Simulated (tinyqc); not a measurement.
Inside a calculation. Method: extended Hueckel theory, for CH3-. The parameters take no account of the charge, which enters only through the electron count, and nothing here shows that the anion is bound. One step of it, computed by the program tinyqc.

Problem. Orbitals. Solve H C = S C e through S^(-1/2); fill by pairs from the bottom, a degenerate level sharing its electrons equally; each orbital has its largest coefficient positive (the first on a tie).

H (eV), order 1C 2s, 1C 2px, 1C 2py, 1C 2pz, 2H 1s, 3H 1s, 4H 1s:
```
[[-21.400000, 0.000000, 0.000000, 0.000000, -16.333375, -16.325103, -16.325103],
 [0.000000, -11.400000, 0.000000, 0.000000, -11.246274, 5.624546, 5.624546],
 [0.000000, 0.000000, -11.400000, 0.000000, 0.000000, -9.735215, 9.735215],
 [0.000000, 0.000000, 0.000000, -11.400000, 0.508681, 0.508309, 0.508309],
 [-16.333375, -11.246274, 0.000000, 0.508681, -13.600000, -3.631894, -3.631894],
 [-16.325103, 5.624546, -9.735215, 0.508309, -3.631894, -13.600000, -3.632218],
 [-16.325103, 5.624546, 9.735215, 0.508309, -3.631894, -3.632218, -13.600000]]
```

overlap S, order 1C 2s, 1C 2px, 1C 2py, 1C 2pz, 2H 1s, 3H 1s, 4H 1s:
```
[[1.000000, 0.000000, 0.000000, 0.000000, 0.533335, 0.533065, 0.533065],
 [0.000000, 1.000000, 0.000000, 0.000000, 0.514115, -0.257122, -0.257122],
 [0.000000, 0.000000, 1.000000, 0.000000, 0.000000, 0.445038, -0.445038],
 [0.000000, 0.000000, 0.000000, 1.000000, -0.023254, -0.023237, -0.023237],
 [0.533335, 0.514115, 0.000000, -0.023254, 1.000000, 0.152601, 0.152601],
 [0.533065, -0.257122, 0.445038, -0.023237, 0.152601, 1.000000, 0.152614],
 [0.533065, -0.257122, -0.445038, -0.023237, 0.152601, 0.152614, 1.000000]]
```

valence electrons = 8

Give: orbital energies; occupations; coefficients; sum of one-electron energies.

Solution.

orbital energies (eV): [-24.4038, -15.7651, -15.7638, -11.4070, 10.6719, 10.7080, 32.2259]

occupations: [2.0000, 2.0000, 2.0000, 2.0000, 0.0000, 0.0000, 0.0000]

coefficients, order 1C 2s, 1C 2px, 1C 2py, 1C 2pz, 2H 1s, 3H 1s, 4H 1s:
```
[[0.6562, 0.0000, 0.0000, 0.0293, 0.0000, -0.0010, 1.5685],
 [0.0000, 0.5330, 0.0000, 0.0000, 0.0000, 1.2631, 0.0012],
 [0.0000, 0.0000, 0.5331, 0.0000, 1.2624, 0.0000, 0.0000],
 [0.0027, 0.0000, 0.0000, 0.9992, 0.0000, 0.0000, -0.0723],
 [0.1982, 0.4937, 0.0000, -0.0095, 0.0000, -1.1106, -0.8380],
 [0.1981, -0.2470, 0.4277, -0.0095, -0.9618, 0.5563, -0.8360],
 [0.1981, -0.2470, -0.4277, -0.0095, 0.9618, 0.5563, -0.8360]]
```

sum of one-electron energies = -134.6793 eV
